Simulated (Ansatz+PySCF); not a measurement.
**doublet CH₄Cl: levels of theory in one basis**

```xyz
6

C     0.2441    0.5999    1.7024
H    -0.6756    0.2785    2.1729
H     0.3519    1.6638    1.5377
H     1.1407    0.0658    1.9878
H     0.0572    0.1400    0.3971
Cl   -0.1376   -0.3381   -0.9594
```

Basis set: cc-pVTZ on H, C; cc-pV(T+d)Z on Cl (spherical functions). Correlated methods keep 6 orbitals frozen. Correlation on ROHF uses semicanonical orbitals with singles. Charge 0, multiplicity 2.

Computed with Ansatz (development build ahead of 0.2.0) and PySCF 2.14.0; each method stands on the lowest determinant of its kind that the runs found.

```
      method  E − E(ROHF) (eV)  <S²> of the determinant
        ROHF              0.00                     0.75
         UHF             -0.25                     0.79
    ROHF-MP2            -10.56                        –
   ROHF-CCSD            -11.57                        –
    UHF-CCSD            -11.58                     0.79
ROHF-CCSD(T)            -11.99                        –
 UHF-CCSD(T)            -11.99                     0.79
```

(1) What does UHF-MP2 give on the same scale?

## Answers

(1) -10.50 eV.
